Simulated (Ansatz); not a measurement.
Two isomers of C5H12O: A = `CCCCOC`, B = `CCCCCO`.

Isolated molecules relaxed with PBE0-D4/def2-TZVP in Ansatz; ΔE leaves out vibrations. CCSD(T)/CBS is the MP2 limit (def2-TZVPP, def2-QZVPP) plus CCSD(T) − MP2 in def2-TZVPP, frozen cores. Functionals use def2-TZVPP. B3LYP here is the variant with VWN-RPA as its local correlation; programs differ in this. One conformer a species, not always the lowest.

Q: Which is lower in electronic energy at CCSD(T)/CBS, and by how much? (An estimate is asked.)

A: Ansatz gave: B, by 37.8 kJ/mol.

Q: Give E(B) − E(A) in kJ/mol with BLYP-D4, MP2/def2-TZVPP, PBE0-D4, CCSD/def2-TZVPP, B3LYP, HF/def2-TZVPP, r2SCAN-D4. (Best estimate.)

A: The calculation gave: BLYP-D4 -28.9, MP2/def2-TZVPP -39.6, PBE0-D4 -35.5, CCSD/def2-TZVPP -35.2, B3LYP -26.9, HF/def2-TZVPP -23.7, r2SCAN-D4 -32.8. None reverses the order clearly.

Largest T1 diagnostic: 0.009.

From BLYP to BHLYP (50 % exact exchange), in def2-TZVPP and without D4, E(B) − E(A) moves by −3.7 kJ/mol. In def2-TZVPP, CCSD(T) changes the Hartree–Fock value by −12.2 kJ/mol (the triples alone add −0.7 kJ/mol) and MP2 by −15.9 kJ/mol.
